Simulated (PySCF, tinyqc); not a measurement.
Inside a calculation. Method: MP2 on RHF in the sto-6g basis, frozen core, for LiH, spin multiplicity 1. The lowest restricted solution is unstable here: a spin-polarised one lies 0.0004 hartree lower (PySCF). One step of it, computed by the program tinyqc.

Problem. Second-order Moller-Plesset energy. E2 = sum_ijab (ia|jb) [2 (ia|jb) - (ib|ja)] / (e_i + e_j - e_a - e_b) over occupied i, j and virtual a, b; the opposite-spin part is (ia|jb)^2 / denominator, the rest is same-spin, and SCS-MP2 scales them by 6/5 and 1/3.

orbital energies (hartree): [-2.403863, -0.242757, 0.071767, 0.159514, 0.159514, 0.408784]

Two-electron integrals over orbitals (pq|rs), unique and non-zero (hartree); the lowest 1 orbital is frozen and left out:
```
(22|22) 0.457532    (32|22) -0.056380   (32|32) 0.018934    (33|22) 0.212099
(33|32) 0.013535    (33|33) 0.331341    (42|42) 0.020876    (43|42) 0.019921
(43|43) 0.041659    (44|22) 0.246955    (44|32) 0.012518    (44|33) 0.280635
(44|44) 0.313125    (52|52) 0.020876    (53|52) 0.019921    (53|53) 0.041659
(54|54) 0.016875    (55|22) 0.246955    (55|32) 0.012518    (55|33) 0.280635
(55|44) 0.279374    (55|55) 0.313125    (62|22) 0.111465    (62|32) -0.042035
(62|33) -0.020155   (62|44) -0.035647   (62|55) -0.035647   (62|62) 0.131556
(63|22) -0.055665   (63|32) 0.014940    (63|33) 0.036431    (63|44) 0.006797
(63|55) 0.006797    (63|62) -0.037009   (63|63) 0.029056    (64|42) -0.018576
(64|43) -0.012454   (64|64) 0.019593    (65|52) -0.018576   (65|53) -0.012454
(65|65) 0.019593    (66|22) 0.428543    (66|32) -0.046572   (66|33) 0.238183
(66|44) 0.260326    (66|55) 0.260326    (66|62) 0.101860    (66|63) -0.044910
(66|66) 0.424365
```

Hartree-Fock energy = -7.91054581 hartree

Give: Terms; Pair energies; MP2 correlation energy; SCS-MP2 correlation energy; MP2 total energy.

Solution.

Terms:
```
i  j  a  b  (ia|jb)  (ib|ja)  denominator     term
2  2  6  6   0.1316   0.1316      -1.3031  -0.0133
2  2  3  6  -0.0420  -0.0420      -0.9661  -0.0018
2  2  6  3  -0.0420  -0.0420      -0.9661  -0.0018
2  2  3  3   0.0189   0.0189      -0.6290  -0.0006
2  2  4  4   0.0209   0.0209      -0.8045  -0.0005
2  2  5  5   0.0209   0.0209      -0.8045  -0.0005
```

Pair energies (hartree; pair i-j sums ij and ji):
```
pair  opposite spin  same spin
2-2         -0.0186          0
```

MP2 correlation energy = -0.018593 hartree

SCS-MP2 correlation energy = -0.022312 hartree

MP2 total energy = -7.929139 hartree
